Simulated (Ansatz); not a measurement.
Worked example: correlation energy of SeH, doublet

Geometry: that of the SeH⁺, singlet, kept fixed.

```yaml
atoms:
  - { symbol: Se, position_ang: [0.0000, 0.0000, 0.0000] }
  - { symbol: H, position_ang: [0.0000, 0.0000, 1.4900] }
```

Basis aug-cc-pVDZ; Ansatz 0.2.0. Correlated methods freeze the noble-gas cores and the filled d shells of p-block atoms, which leaves 7 electrons in 31 orbitals. Prefix R: restricted or restricted open-shell reference; prefix U: unrestricted. No spin–orbit coupling is included, and no scalar relativity.

Full CI isn't at hand for all of this; UCCSDT(Q) serves as the reference, and is uncertain by the last step of the cluster series or more.

UCCSD has a T1 diagnostic of 0.010 and a largest doubles amplitude of 0.07.

Runs differ by some tens of microhartree through their thresholds and, for an open shell, their frozen cores, so steps under 0.03 kcal/mol mean nothing.

| level | total energy (hartree) |
| --- | --- |
| UHF | -2400.381015 |
| UMP2 | -2400.485625 |
| UCCSD | -2400.505846 |
| UCCSD(T) | -2400.508778 |
| UCCSDT | -2400.509291 |
| UCCSDT(Q) | -2400.509450 |

Problem. What is the correlation energy at UCCSDT(Q), and what share of it do UMP2 and UCCSDT recover?

Solution. E(corr) = -2400.509450 − (-2400.381015) = -0.128435 hartree = -3.495 eV. UMP2: -0.104610 / -0.128435 = 81.45 %. UCCSDT: -0.128276 / -0.128435 = 99.88 %.

Problem. By how many kcal/mol does UCCSD(T) miss UCCSDT(Q) (1 hartree = 627.509 kcal/mol), and which steps make up the rest?

Solution. -2400.508778 − (-2400.509450) = 0.000672 hartree = 0.42 kcal/mol. Steps: UCCSDT − UCCSD(T) = -0.32, UCCSDT(Q) − UCCSDT = -0.10 kcal/mol. That is within 1 kcal/mol of the reference in this basis, which itself misses far more of the correlation at the basis-set limit.
